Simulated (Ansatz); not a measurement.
in.yaml

```yaml
crystal:
  periodic: [false, false, false]
  atoms:
    - {symbol: Al, position_ang: [0.000000, 0.000000, 0.000000]}
    - {symbol: O, position_ang: [0.000000, 0.000000, 2.424000]}
basis:
  gaussian: {orbitals: 6-31G}
total_charge: 1
magnetization: {spin_polarized: true, initial_magnetization: 2}
correlation: {method: ccsdt_q, electrons: outside_noble_gas}
```

```sh
$ ansatz run in.yaml --threads 1 --pin off --events-out ev --progress --plain --max-ram 2393MiB
```

The program prints:

```
382 factors; integrals over basis functions are off by at most 3.8e-8 eV
mean field evaluation 1: about -8599.0900 eV, gradient 3.9e1 eV
mean field evaluation 2: about -8599.2071 eV, gradient 3.8e1 eV
mean field evaluation 4: about -8606.6863 eV, gradient 8.7e0 eV
mean field evaluation 8: about -8610.2696 eV, gradient 9.7e-1 eV
mean field evaluation 16: about -8610.3181 eV, gradient 5.2e-4 eV
mean field evaluation 32: about -8610.4879 eV, gradient 9.1e-3 eV
mean field evaluation 64: about -8605.3413 eV, gradient 1.3e1 eV
mean field evaluation 96: about -8606.1018 eV, gradient 3.6e0 eV
mean field evaluation 128: about -8610.4829 eV, gradient 1.9e-1 eV
mean field evaluation 160: about -8607.5205 eV, gradient 1.8e1 eV
...
cycle  11  -2.69155981 eV  change   -1.6e-5 eV  update   1.5e-4
cycle  12  -2.69155422 eV  change    5.6e-6 eV  update   9.4e-5
cycle  13  -2.69155386 eV  change    3.5e-7 eV  update   4.6e-5
cycle  14  -2.69155862 eV  change   -4.8e-6 eV  update   2.3e-5
cycle  15  -2.69156285 eV  change   -4.2e-6 eV  update   9.8e-6
cycle  16  -2.69156400 eV  change   -1.1e-6 eV  update   4.6e-6
cycle  17  -2.69156464 eV  change   -6.4e-7 eV  update   2.7e-6
cycle  18  -2.69156497 eV  change   -3.3e-7 eV  update   1.7e-6
cycle  19  -2.69156563 eV  change   -6.6e-7 eV  update   1.2e-6
cycle  20  -2.69156613 eV  change   -5.0e-7 eV  update   8.8e-7
perturbative correction -0.00079181 eV, -0.0000290985 hartree
Total energy: -8613.18029989 eV, -316.5285377976 hartree
```

For the same geometry and basis full CI lies 1.0 meV higher.

Ran on 1 thread of Arm Neoverse V1, shared host: 3 s wall, 0.15 GiB peak host memory.
